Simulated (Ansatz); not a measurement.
Predict the output of the script below (the Python package of Ansatz (0.2.0)).

The script, `relaxed_scan_ch4bf.py`:
```python
"""One bond of CH4BF held at set lengths while the rest relaxes."""

import logging
import sys

import ansatz as az
import numpy as np

logging.basicConfig(stream=sys.stdout, format="%(levelname)s %(message)s")
log = logging.getLogger("calc")
log.setLevel(logging.INFO)

mol = (
    az.Crystal.molecule()
    .atom("B", [-0.6929, 0.0886, -0.5111])
    .atom("C", [0.5512, -0.0544, 0.3719])
    .atom("F", [0.5694, -1.3407, 0.8503])
    .atom("H", [-1.4177, -0.7546, -0.6857])
    .atom("H", [-0.9576, 1.1683, -1.0525])
    .atom("H", [0.5236, 0.6802, 1.2183])
    .atom("H", [1.4853, 0.1447, -0.237])
)

calculation = (
    mol.calculation()
    .basis(gaussian="def2-SVP")
    .functional("pbe0", dispersion="d4")
)
symbols = [site.symbol for site in mol.cartesian_sites]
pairs = [(0, 1), (0, 3), (0, 4), (1, 2), (1, 5), (1, 6)]
print("held (A)   E (eV)        ", "  ".join(f"{symbols[i]}{i}-{symbols[j]}{j}" for i, j in pairs))
for length in [1.04, 1.13, 1.22, 1.36, 1.53]:
    rep = calculation.relax(constraints=[az.DistanceConstraint((1, 6), at=length)], force_tolerance=0.02, max_steps=60).run(threads=1).report
    xyz = np.array(rep["positions_ang"])
    print(f"{length:6.2f} {rep['free_energy_ev']:14.5f}  ", "  ".join(f"{np.linalg.norm(xyz[i] - xyz[j]):.3f}" for i, j in pairs))
```

```console
$ python relaxed_scan_ch4bf.py
held (A)   E (eV)         B0-C1  B0-H3  B0-H4  C1-F2  C1-H5  C1-H6
DeckWarning: relax.constraints: the input's atoms, or those drawn, lie off the distances that are held; a relaxation that starts there is brought onto them ahead of its first SCF, by positions alone, [...]
  1.04    -4485.81213   1.552  1.206  1.209  1.377  1.114  1.040
  1.13    -4485.89505   1.551  1.206  1.209  1.372  1.111  1.130
  1.22    -4485.76342   1.544  1.206  1.209  1.365  1.105  1.220
  1.36    -4485.47774   1.498  1.206  1.207  1.333  1.099  1.360
  1.53    -4485.19583   1.497  1.206  1.208  1.316  1.101  1.530
```
(Warnings from the package without file and line, shortened, repeats left out.)

What to keep in mind:
- Total energies depend on the basis set; only differences at equal settings carry meaning.
- The energies are electronic: no zero-point or thermal terms, and the basis set is short of its limit.
- Timing: 2.6 min on 1 thread of Intel(R) Xeon(R) Platinum 8259CL CPU @ 2.50GHz (Skylake/Cascade Lake) (shared host), peak memory 0.22 GiB.
